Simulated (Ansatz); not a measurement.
System (SMILES): [CH]=O (CH-O), doublet.
Atoms: C1, O2, H3. Bonds: C1-O2, C1-H3.

Basis-set convergence of the optimised C1-H3 bond length at B3LYP with Ansatz (a first-principles code). Cartesian d functions, on some or all atoms, in 6-31G*, 6-31G**; all else is spherical. The program fits the integrals of some runs and decomposes those of others, by size. Open shells are unrestricted. No added dispersion term, no relativity. Reference: the value in aug-pcseg-3, 1.1224 Å. Deviations are taken from unrounded values.

| basis | functions | optimised C1-H3 bond length (Å) | minus reference (Å) |
|---|---|---|---|
| STO-3G | 11 | 1.1431 | 0.0207 |
| 3-21G | 20 | 1.1226 | 0.0002 |
| 6-31G | 20 | 1.1185 | -0.0039 |
| 6-31G* | 32 | 1.1284 | 0.0060 |
| 6-31G** | 35 | 1.1286 | 0.0062 |
| 6-311G** | 42 | 1.1276 | 0.0052 |
| aug-cc-pVDZ | 55 | 1.1325 | 0.0101 |
| aug-pcseg-1 | 55 | 1.1310 | 0.0086 |
| jun-cc-pV(T+d)Z | 92 | 1.1227 | 0.0002 |
| aug-cc-pVTZ | 115 | 1.1226 | 0.0001 |
| aug-pcseg-2 | 115 | 1.1225 | 0.0001 |
| aug-cc-pVQZ | 206 | 1.1225 | 0.0001 |
| aug-pcseg-3 | 219 | 1.1224 | 0.0000 |

The smallest set listed that lies within 0.003 Å of the reference with all its larger relatives (same family, alike in diffuse functions; a set with none counts only in the reference's own line) is jun-cc-pV(T+d)Z (92 functions, 0.0002 Å off). Inside the window by cancellation, since a larger relative falls out: 3-21G.
